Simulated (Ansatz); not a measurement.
# CCl₄: up Jacob's ladder to CCSD(T)

The task here is to estimate one member of a computed series from the others.

Computed with Ansatz 0.2.0, Gaussian basis. Level: functionals in def2-TZVPP, the program's frozen cores in correlated methods.

The runs, in order: LDA (SPW92), PBE-D4, revPBE-D4, BLYP-D4, r2SCAN-D4, B97M-V, PBE0-D4, B3LYP-D4, r2SCANh-D4, r2SCAN0-D4, HSE06-D4, BHLYP-D4, CAM-B3LYP-D4, LC-ωPBE, ωB97X-V, ωB97M-V, B2PLYP, PBE-QIDH; CCSD(T)/def2-SVP; CCSD(T)/def2-TZVPP; CCSD(T)/def2-QZVPP; extrapolation to the limit; RPA on PBE.

### The relaxed structure

The geometry comes from an earlier relaxation with PBE0-D4 in a triple-zeta def2 set; it is a stationary point.

5 atoms, charge 0, spin multiplicity 1.

Atoms are counted from 1 here; the program's logs count them from 0.

Bond lengths: C1–Cl2 1.763 Å, C1–Cl3 1.763 Å, C1–Cl4 1.763 Å, C1–Cl5 1.763 Å. Angles: Cl2–C1–Cl3 109.5°, Cl2–C1–Cl4 109.5°, Cl2–C1–Cl5 109.5°, Cl3–C1–Cl4 109.5°, Cl3–C1–Cl5 109.5°, Cl4–C1–Cl5 109.5°.

The first run:

Input file in.yaml:

```yaml
crystal:
  periodic: [false, false, false]
  atoms:
    - {symbol: C, position_ang: [0.000000, 0.000000, -0.000000]}
    - {symbol: Cl, position_ang: [1.017783, 1.017783, 1.017783]}
    - {symbol: Cl, position_ang: [-1.017783, -1.017783, 1.017783]}
    - {symbol: Cl, position_ang: [-1.017783, 1.017783, -1.017783]}
    - {symbol: Cl, position_ang: [1.017783, -1.017783, -1.017783]}
basis:
  gaussian: {orbitals: def2-TZVPP}
hamiltonian: {xc: lda}
output: {orbitals: {seedname: orbitals}}
```

The run is started by

```bash
ansatz run in.yaml --threads 2 --pin off --events-out ev --progress --plain --max-ram 32768MiB --backend cpu
```

Among the steps run: LDA; PBE-D4 (GGA); revPBE-D4 (GGA); BLYP-D4 (GGA); r2SCAN-D4 (meta-GGA); B97M-V (meta-GGA); B3LYP-D4 (hybrid); r2SCANh-D4 (hybrid); r2SCAN0-D4 (hybrid); HSE06-D4 (hybrid); BHLYP-D4 (hybrid); CAM-B3LYP-D4 (range-separated); LC-ωPBE (range-separated); ωB97X-V (range-separated); ωB97M-V (range-separated); B2PLYP (double hybrid); PBE-QIDH (double hybrid).

One table of the session follows, with a row left open; its other results are not shown here.

It belongs to the step «Orbital energies across the functionals». 

```
  functional  HOMO (eV)  gap (eV)
 LDA (SPW92)      -7.74      5.04
      PBE-D4      -7.59      5.07
   revPBE-D4      -7.54      5.10
     BLYP-D4      -7.42      5.04
   r2SCAN-D4      -7.98      5.51
      B97M-V      -8.08      5.73
     PBE0-D4          ?         ?
    B3LYP-D4      -8.76      7.07
  r2SCANh-D4      -8.51      6.45
  r2SCAN0-D4      -9.30      7.87
    HSE06-D4      -8.65      6.81
    BHLYP-D4     -10.37     10.13
CAM-B3LYP-D4     -10.44     10.25
     LC-ωPBE     -11.92     13.05
     ωB97X-V     -11.51     12.45
     ωB97M-V     -11.32     12.17
```

**Question.** Estimate the row for PBE0-D4.

**Answer.** HOMO (eV): -9.06; gap (eV): 7.61. In the column «HOMO (eV)» it lies between r2SCAN0-D4 (-9.30) and B3LYP-D4 (-8.76).
